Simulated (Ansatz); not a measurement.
Input file:

```yaml
crystal:
  periodic: [false, false, false]
  atoms:
    - {symbol: H, position_ang: [0.000000, 0.000000, -0.925667]}
    - {symbol: H, position_ang: [0.000000, 0.000000, -0.114667]}
    - {symbol: O, position_ang: [0.000000, 0.000000, 1.040333]}
basis:
  gaussian: {orbitals: STO-3G}
magnetization: {spin_polarized: false, initial_magnetization: 2}
correlation: {method: fci, electrons: outside_noble_gas}
accuracy: high
output: {forces: true}
```

```sh
$ ansatz run in.yaml --threads 1 --pin off --events-out ev --progress --plain --max-ram 2393MiB
```

Output:

```
91 factors; integrals over basis functions are off by at most 3.9e-8 eV
mean field evaluation 1: about -2035.7597 eV, gradient 6.9e0 eV
mean field evaluation 2: about -2035.7946 eV, gradient 7.0e0 eV
mean field evaluation 4: about -2036.4220 eV, gradient 1.8e0 eV
mean field evaluation 8: about -2036.5071 eV, gradient 5.3e-5 eV
mean field evaluation 16: about -2035.8315 eV, gradient 4.9e0 eV
mean field evaluation 32: about -2036.5062 eV, gradient 3.8e-1 eV
mean field -2036.50711441 eV, -74.8402560604 hartree, gradient 1.5e-8 eV, S^2 2.000000; 8 other end points of the search recorded, 0 dependent functions left out
mean field evaluation 64: about -2036.7371 eV, gradient 3.9e-1 eV
determinant -2036.50711441 eV, -74.8402560604 hartree, with singles and doubles -2037.40144893 eV, -74.8731222477 hartree
determinant -2035.91090020 eV, -74.8183455923 hartree, with singles and doubles -2036.48959629 eV, -74.8396122813 hartree
1 core orbitals not correlated: weight in the atoms' cores, before any rotation towards them, 1.000 or more for the frozen orbitals, at most 0.000 for the correlated occupied ones
reference -2036.50711441 eV, -74.8402560604 hartree; 5, 3 occupied and 1, 3 virtual orbitals, 91 factors
state -2037.40341125 eV, -74.8731943617 hartree
the calculation of the forces begins
Total energy: -2037.40341125 eV, -74.8731943617 hartree
Atom 0 at     0.000000     0.000000    -0.925667 Å, force     0.000000    -0.000000    -0.987403 eV/Å
Atom 1 at     0.000000     0.000000    -0.114667 Å, force    -0.000000     0.000000    -4.573766 eV/Å
Atom 2 at     0.000000     0.000000     1.040333 Å, force    -0.000000    -0.000000     5.561169 eV/Å
Dipole moment:    -0.000000    -0.000000     0.012280 e Å
```

Forces (eV/Å):
```
H    0.000  0.000 -0.987
H    0.000  0.000 -4.574
O    0.000  0.000  5.561
```

Ran on 1 thread of Arm Neoverse V1, shared host: 0.15 s wall, 0.06 GiB peak host memory.
